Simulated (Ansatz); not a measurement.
Au (model structure, started from the beta-Sn type, I4₁/amd, No. 141, 2 atoms in the cell): properties by level of theory

| level (code) | equilibrium lattice constant a (Å) | lattice parameter c (Å) |
|---|---|---|
| PBE (Ansatz) | 5.353 | 2.752 |
| PBEsol (Ansatz) | [?] | [?] |
| PBE-D3(BJ) (Ansatz) | 5.279 | 2.721 |
| r²SCAN (Ansatz) | 5.306 | [?] |

Task: Some entries are withheld; supply them.

Result: 
- PBEsol (Ansatz, an electronic-structure program), equilibrium lattice constant a (Å): 5.248
- PBEsol (Ansatz), lattice parameter c (Å): 2.704
- r²SCAN (Ansatz), lattice parameter c (Å): 2.726

Ansatz's density-functional and Hartree–Fock values are scalar-relativistic unless marked +SOC, with PAW data made under PBE.

The computed numbers hold no vibrational or temperature effects.

A model structure was made by putting elements into a prototype or built by hand; it is no filed structure, need not be a known phase, and can be a saddle point held by its symmetry.
